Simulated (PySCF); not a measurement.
Compound: C4H6.
SMILES with atom numbers: `[CH2:1]=[CH:2][CH:3]=[CH2:4]` (hydrogens: H5, H6 on C1; H7 on C2; H8 on C3; H9, H10 on C4)

Computed, not measured: MP2 and CCSD/aug-cc-pVDZ in PySCF, restricted Hartree–Fock reference, 4 core orbitals frozen, non-relativistic, gas phase, PBE0-D3(BJ)/def2-SVP geometry.

E(HF) = -154.93977 Eh.

(1) How large is the problem?

(2) What are the MP2 and CCSD correlation energies?

(3) What is the T1 diagnostic?

Results:

(1) 146 basis functions and 30 electrons; 4 orbitals frozen, which leaves o = 11 correlated occupied and v = 131 virtual orbitals. That is o·v = 1441 singles and o·v(o·v + 1)/2 = 1038961 distinct closed-shell doubles amplitudes before symmetry; the costliest CCSD step grows as o²v⁴ = 3.6 × 10^10.

(2) MP2 -0.5551 Eh and CCSD -0.5994 Eh, which gives totals of -155.49488 and -155.53920 Eh. That is 0.741 eV for each correlated electron at CCSD (1574 kJ/mol in all, 0.385 % of the total energy); MP2 gives 92.6 % of the CCSD value.

(3) 0.0108, below the customary warning level of 0.02. It is the norm of the spatial-orbital singles amplitudes over the root of the number of correlated electrons, so the norm is 0.051.

Connected triples and the basis-set limit are missing.

Conformer computed: `[CH2:1]=[CH:2][CH:3]=[CH2:4]`: C1–C2–C3–C4 180°.

One conformer stands for the species.
